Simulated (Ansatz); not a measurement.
Nudged elastic band run: C₂H₆Al, charge -1

Input:

```yaml
crystal:
  periodic: [false, false, false]
  atoms:
    - { symbol: C, position_ang: [-0.227123, 1.0634, -0.817559] }
    - { symbol: C, position_ang: [0.023652, -0.368432, -0.428856] }
    - { symbol: Al, position_ang: [0.268443, -1.119546, 1.239848] }
    - { symbol: H, position_ang: [-1.188974, 1.227673, -1.358662] }
    - { symbol: H, position_ang: [0.54876, 1.495253, -1.493134] }
    - { symbol: H, position_ang: [-0.26217, 1.732997, 0.062179] }
    - { symbol: H, position_ang: [0.060072, -1.043441, -1.304386] }
    - { symbol: H, position_ang: [0.532132, -2.716542, 1.461431] }
    - { symbol: H, position_ang: [0.245208, -0.271362, 2.639151] }
total_charge: -1
basis:
  gaussian: { orbitals: def2-SVP }
hamiltonian:
  xc: pbe0
neb:
  order_check: false
  images: 5
  f_tol: 0.05
  max_iterations: 60
  final_atoms:
    - { symbol: C, position_ang: [-0.22628758, 1.06304771, -0.81779436] }
    - { symbol: C, position_ang: [0.02089077, -0.36952465, -0.42939442] }
    - { symbol: Al, position_ang: [0.26832455, -1.11949028, 1.23972349] }
    - { symbol: H, position_ang: [-1.18700344, 1.22954984, -1.36024318] }
    - { symbol: H, position_ang: [0.55155855, 1.49384642, -1.49188171] }
    - { symbol: H, position_ang: [-0.26126455, 1.73224525, 0.06237263] }
    - { symbol: H, position_ang: [0.0532482, -1.04436068, -1.30478533] }
    - { symbol: H, position_ang: [0.25249785, -0.2685839, 2.63722428] }
    - { symbol: H, position_ang: [0.52803565, -2.71672972, 1.46479061] }
  initial_path:
    images:
      - { positions_ang: [[-0.227123, 1.0634, -0.817559], [0.023652, -0.368432, -0.428856], [0.268443, -1.119546, 1.239848], [-1.188974, 1.227673, -1.358662], [0.54876, 1.495253, -1.493134], [-0.26217, 1.732997, 0.062179], [0.060072, -1.043441, -1.304386], [0.532132, -2.716542, 1.461431], [0.245208, -0.271362, 2.639151]] }
      - { positions_ang: [[-0.18775622, 1.06447246, -0.82457956], [0.12330536, -0.3742016, -0.48247625], [0.25366712, -1.13330442, 1.20645912], [-1.18980627, 1.24139664, -1.1633654], [0.43042644, 1.46044964, -1.61176316], [-0.04905168, 1.73590003, -0.00066484], [-0.03623054, -1.0374413, -1.31115108], [0.59540657, -1.93484833, 1.7952135], [0.06003921, -1.02242312, 2.39233967]] }
      - { positions_ang: [[-0.14838945, 1.06554492, -0.83160013], [0.22295872, -0.37997121, -0.5360965], [0.23889124, -1.14706284, 1.17307024], [-1.19063854, 1.25512028, -0.9680688], [0.31209287, 1.42564627, -1.73039231], [0.16406664, 1.73880306, -0.06350868], [-0.13253307, -1.03144159, -1.31791616], [0.65868115, -1.15315465, 2.12899599], [-0.12512957, -1.77348424, 2.14552833]] }
      - { positions_ang: [[-0.10902267, 1.06661738, -0.83862069], [0.32261209, -0.38574081, -0.58971674], [0.22411536, -1.16082126, 1.13968135], [-1.19147081, 1.26884393, -0.7727722], [0.19375931, 1.39084291, -1.84902147], [0.37718496, 1.74170609, -0.12635251], [-0.22883561, -1.02544189, -1.32468123], [0.72195572, -0.37146098, 2.46277849], [-0.31029836, -2.52454535, 1.898717]] }
      - { positions_ang: [[-0.14811097, 1.06542749, -0.83167858], [0.22203831, -0.38033543, -0.53627597], [0.23885176, -1.14704427, 1.17302873], [-1.18998169, 1.2557459, -0.96859586], [0.31302573, 1.42517741, -1.72997488], [0.16436846, 1.73855248, -0.06344413], [-0.13480767, -1.03174815, -1.31804927], [0.56546977, -0.33716862, 2.52092709], [-0.03085369, -2.58860681, 1.75407487]] }
      - { positions_ang: [[-0.18719927, 1.0642376, -0.82473647], [0.12146454, -0.37493004, -0.48283519], [0.25358816, -1.13326727, 1.20637611], [-1.18849256, 1.24264787, -1.16441952], [0.43229214, 1.45951192, -1.6109283], [-0.04844804, 1.73539887, -0.00053575], [-0.04077974, -1.03805442, -1.3114173], [0.40898381, -0.30287626, 2.57907568], [0.24859098, -2.65266826, 1.60943274]] }
      - { positions_ang: [[-0.22628758, 1.06304771, -0.81779436], [0.02089077, -0.36952465, -0.42939442], [0.26832455, -1.11949028, 1.23972349], [-1.18700344, 1.22954984, -1.36024318], [0.55155855, 1.49384642, -1.49188171], [-0.26126455, 1.73224525, 0.06237263], [0.0532482, -1.04436068, -1.30478533], [0.25249785, -0.2685839, 2.63722428], [0.52803565, -2.71672972, 1.46479061]] }
```

Command:

```bash
$ ansatz run input.yaml --threads 1 --pin off --max-ram 2048MiB --backend cpu --events-out ev --progress --plain --runs-dir out
```

Output, in part (warnings, iteration lines, the closing report on the highest movable image, with atoms numbered from 0; the dipole of an ion depends on the origin):

```
NEB end point (image 0): max|allowed force component| = 1.909e-3 eV/Å (the criterion of neb.relax_end_points is 1.000e-2)
NEB end point (image 6): max|allowed force component| = 1.005e-2 eV/Å (the criterion of neb.relax_end_points is 1.000e-2)
NEB iter   1: max|band force component| = 2.901e1 eV/Å  barrier→ = 10.1007 eV  barrier← = 10.1007 eV  Δτ_max = 0.1877 Å  (164 SCF iters)
NEB iter   2: max|band force component| = 1.086e1 eV/Å  barrier→ = 5.6110 eV  barrier← = 5.6110 eV  Δτ_max = 0.1590 Å  (139 SCF iters)
NEB iter   3: max|band force component| = 5.847e0 eV/Å  barrier→ = 4.1741 eV  barrier← = 4.1741 eV  Δτ_max = 0.1955 Å  (130 SCF iters)
NEB iter   4: max|band force component| = 4.823e0 eV/Å  barrier→ = 3.4802 eV  barrier← = 3.4802 eV  Δτ_max = 0.1980 Å  (129 SCF iters)
NEB iter   5: max|band force component| = 4.521e0 eV/Å  barrier→ = 3.0728 eV  barrier← = 3.0728 eV  Δτ_max = 0.1582 Å  (127 SCF iters)
NEB iter   6: max|band force component| = 4.314e0 eV/Å  barrier→ = 2.8949 eV  barrier← = 2.8949 eV  Δτ_max = 0.1235 Å  (127 SCF iters)
NEB iter   7: max|band force component| = 3.858e0 eV/Å  barrier→ = 2.7963 eV  barrier← = 2.7963 eV  Δτ_max = 0.1949 Å  (126 SCF iters)
NEB iter   8: max|band force component| = 2.857e0 eV/Å  barrier→ = 2.3369 eV  barrier← = 2.3369 eV  Δτ_max = 0.1191 Å  (132 SCF iters)
NEB iter   9: max|band force component| = 2.279e0 eV/Å  barrier→ = 2.0753 eV  barrier← = 2.0753 eV  Δτ_max = 0.0845 Å  (131 SCF iters)
NEB iter  10: max|band force component| = 1.832e0 eV/Å  barrier→ = 1.8243 eV  barrier← = 1.8243 eV  Δτ_max = 0.1628 Å  (123 SCF iters)
NEB iter  11: max|band force component| = 1.230e0 eV/Å  barrier→ = 1.4197 eV  barrier← = 1.4197 eV  Δτ_max = 0.1917 Å  (132 SCF iters)
NEB iter  12: max|band force component| = 6.325e-1 eV/Å  barrier→ = 1.0987 eV  barrier← = 1.0987 eV  Δτ_max = 0.1856 Å  (128 SCF iters)
NEB iter  13: max|band force component| = 5.282e-1 eV/Å  barrier→ = 1.2096 eV  barrier← = 1.2096 eV  Δτ_max = 0.0247 Å  (129 SCF iters)
NEB iter  14: max|band force component| = 4.097e-1 eV/Å  barrier→ = 1.2091 eV  barrier← = 1.2091 eV  CI = image 3  Δτ_max = 0.1569 Å  (119 SCF iters)
NEB iter  15: max|band force component| = 4.570e-1 eV/Å  barrier→ = 1.2967 eV  barrier← = 1.2967 eV  CI = image 3  Δτ_max = 0.0731 Å  (131 SCF iters)
NEB iter  16: max|band force component| = 3.156e-1 eV/Å  barrier→ = 1.2499 eV  barrier← = 1.2499 eV  CI = image 3  Δτ_max = 0.0761 Å  (126 SCF iters)
NEB iter  17: max|band force component| = 1.850e-1 eV/Å  barrier→ = 1.2427 eV  barrier← = 1.2427 eV  CI = image 3  Δτ_max = 0.0441 Å  (128 SCF iters)
NEB iter  18: max|band force component| = 8.764e-2 eV/Å  barrier→ = 1.2399 eV  barrier← = 1.2399 eV  CI = image 3  Δτ_max = 0.0343 Å  (128 SCF iters)
NEB iter  19: max|band force component| = 6.523e-2 eV/Å  barrier→ = 1.2398 eV  barrier← = 1.2398 eV  CI = image 3  Δτ_max = 0.0237 Å  (128 SCF iters)
NEB iter  20: max|band force component| = 3.278e-2 eV/Å  barrier→ = 1.2392 eV  barrier← = 1.2392 eV  CI = image 3  Δτ_max = 0.0000 Å  (265 SCF iters)
Total energy: -8757.05107708 eV, -321.8156913404 hartree
Atom 0 at    -0.278321     1.074161    -0.875062 Å, force     0.032862     0.003687     0.000704 eV/Å
Atom 1 at     0.052262    -0.322704    -0.425680 Å, force    -0.015287     0.020481     0.002339 eV/Å
Atom 2 at     0.291941    -1.095108     1.238732 Å, force     0.010026    -0.014673    -0.012802 eV/Å
Atom 3 at    -1.216075     1.181256    -1.481628 Å, force    -0.006714    -0.002857    -0.000697 eV/Å
Atom 4 at     0.502276     1.580631    -1.503984 Å, force    -0.016343    -0.002516     0.002932 eV/Å
Atom 5 at    -0.426921     1.765730    -0.020989 Å, force    -0.003432    -0.000768    -0.004858 eV/Å
Atom 6 at     0.197226    -1.029042    -1.269074 Å, force     0.002846    -0.007932     0.011316 eV/Å
Atom 7 at     1.689983    -1.282292     2.124817 Å, force    -0.020369    -0.004445     0.004894 eV/Å
Atom 8 at    -0.812370    -1.872633     2.212879 Å, force     0.016412     0.009023    -0.003827 eV/Å
Dipole moment:    -0.074676     0.302040    -0.214122 e Å
```

The run converged. A vibrational analysis at the climbing image gives one clearly imaginary mode, 1068i cm⁻¹: a first-order saddle point. Limits of this set-up: an anion without diffuse functions.

Final band (atoms are numbered from 1 in the order of the input):

```
image  path coordinate (Å)  energy (kJ/mol)  dihedral C1–C2–Al3–H9 (°)
    0                 0.00              0.0                          0
    1                 0.85             13.3                         23
    2                 1.69             61.2                         60
    3                 2.54            119.6                         93
    4                 3.39             60.4                        123
    5                 4.25             12.9                        157
    6                 5.10              0.0                       -180
```

The run took 7.6 min on 1 thread of Intel(R) Xeon(R) Processor @ 2.50GHz (Skylake/Cascade Lake) (shared host), peak memory 0.15 GiB.
